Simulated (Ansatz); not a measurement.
Geometry optimisation, RKS B3LYP-D4/6-31G* in Ansatz 0.2.0.

input.yaml

```yaml
crystal:
  periodic: [false, false, false]
  atoms:
    - { symbol: B, position_ang: [0.0, 0.0, 0.0] }
    - { symbol: "N", position_ang: [0.0, 0.0, 1.55] }
    - { symbol: H, position_ang: [-0.877, -0.2713, 2.08] }
    - { symbol: H, position_ang: [0.877, 0.2713, 2.08] }
    - { symbol: "N", position_ang: [1.3423, 0.0, -0.775] }
    - { symbol: H, position_ang: [1.8089, -0.9179, -1.0268] }
    - { symbol: H, position_ang: [1.7937, 0.9179, -1.0532] }
    - { symbol: H, position_ang: [-1.0305, 0.0, -0.595] }
basis:
  gaussian: { orbitals: "6-31G*" }
hamiltonian:
  xc: b3lyp
  dispersion: d4
relax:
  f_tol: 0.02
  max_steps: 40
```

Launched with:

```bash
$ ansatz run input.yaml --threads 1 --pin off --max-ram 2048MiB --backend cpu --events-out ev --progress --plain --runs-dir out
```

**Question.** Where does it end, and by what steps?

**Answer.** It converged. After 11 steps the energy has fallen by 1.652 eV; H6 moved furthest, 1.07 Å.

```json
{"step": "0", "energy less start (eV)": "0.0000", "largest force component (eV/Å)": "2.854", "accepted": "yes"}
{"step": "1", "energy less start (eV)": "-0.7414", "largest force component (eV/Å)": "1.263", "accepted": "yes"}
{"step": "2", "energy less start (eV)": "-0.9121", "largest force component (eV/Å)": "1.918", "accepted": "yes"}
{"step": "3", "energy less start (eV)": "-1.0498", "largest force component (eV/Å)": "0.809", "accepted": "yes"}
{"step": "4", "energy less start (eV)": "-1.1131", "largest force component (eV/Å)": "1.765", "accepted": "yes"}
{"step": "5", "energy less start (eV)": "-1.2568", "largest force component (eV/Å)": "1.504", "accepted": "yes"}
{"step": "6", "energy less start (eV)": "-1.3934", "largest force component (eV/Å)": "1.637", "accepted": "yes"}
{"step": "7", "energy less start (eV)": "-1.5568", "largest force component (eV/Å)": "0.594", "accepted": "yes"}
{"step": "8", "energy less start (eV)": "-1.6400", "largest force component (eV/Å)": "0.133", "accepted": "yes"}
{"step": "9", "energy less start (eV)": "-1.6513", "largest force component (eV/Å)": "0.032", "accepted": "yes"}
{"step": "10", "energy less start (eV)": "-1.6520", "largest force component (eV/Å)": "0.028", "accepted": "yes"}
{"step": "11", "energy less start (eV)": "-1.6521", "largest force component (eV/Å)": "0.009", "accepted": "yes"}
```

```xyz
8
Properties=species:S:1:pos:R:3
B 0.082 0.125 0.056
N 0.025 -0.153 1.443
H -0.836 -0.096 1.963
H 0.819 -0.422 2.008
N 1.278 0.053 -0.698
H 2.180 -0.199 -0.320
H 1.299 0.255 -1.685
H -0.931 0.437 -0.507
```

Whether the end is a true minimum wasn't checked by a vibrational analysis.

Time of the run: 10 s on 1 thread of Intel(R) Xeon(R) 6975P-C (Granite Rapids), with other jobs on the host, peak memory 0.12 GiB.
